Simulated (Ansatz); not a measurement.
Task: an active-space calculation of B₂H₄S, SMILES BSB, with the Ansatz DFT code, driven from Python. Give the script and its output. Settings: SC-NEVPT2, def2-SVP basis, multiplicity 1.

| atom | x (Å) | y (Å) | z (Å) |
| --- | --- | --- | --- |
| B | -1.2223 | -0.1735 | -0.4721 |
| S | -0.4039 | -0.7185 | 1.0769 |
| B | 1.1956 | 0.0687 | 0.5379 |
| H | -1.2077 | -0.8020 | -1.4503 |
| H | -1.8079 | 0.9151 | -0.5177 |
| H | 1.4762 | 1.1954 | 0.8605 |
| H | 2.0313 | -0.5532 | -0.0809 |

`cas_b2h4s.py`:
```python
"""Active-space calculation on B2H4S."""

import ansatz as az

geometry_ang = [
    ("B", (-1.2223, -0.1735, -0.4721)),
    ("S", (-0.4039, -0.7185, 1.0769)),
    ("B", (1.1956, 0.0687, 0.5379)),
    ("H", (-1.2077, -0.802, -1.4503)),
    ("H", (-1.8079, 0.9151, -0.5177)),
    ("H", (1.4762, 1.1954, 0.8605)),
    ("H", (2.0313, -0.5532, -0.0809)),
]
b2h4s = az.Crystal.molecule()
for symbol, xyz in geometry_ang:
    b2h4s = b2h4s.atom(symbol, xyz)

base = b2h4s.calculation().basis(gaussian="def2-SVP").correlation(active_electrons=4, active_orbitals=5)
for method in ["sc_nevpt2"]:
    report = (base if method is None else base.correlation(method)).run().report
    space = report["configurations"]
    state = space["states"][0]
    print(method or "casscf", f"total {report['free_energy_ev'] / 27.211386246:.6f} Ha, active-space state {state['energy']['hartree']:.6f} Ha, mean field {report['reference_energy_ev'] / 27.211386246:.6f} Ha")
    print("  determinants", state["n_determinants"], " natural occupations", [round(n, 3) for n in space["natural_occupations"]])
```

```console
$ python cas_b2h4s.py
sc_nevpt2 total -449.335776 Ha, active-space state -449.079993 Ha, mean field -449.037634 Ha
  determinants 100  natural occupations [1.971, 1.965, 0.029, 0.024, 0.011]
```

Notes:
- The settings weren't tested for convergence.
- The geometry is a force-field or estimated start, not a minimum of this method, and the basis set is short of its limit. The active space starts as a window about the frontier orbitals and is then optimised, not chosen by chemistry.
- It ran for 3.7 s on 1 thread of Arm Neoverse V1 (shared host), peak memory 0.18 GiB.

(Lines on the test bed's own set-up are left out of the output.)
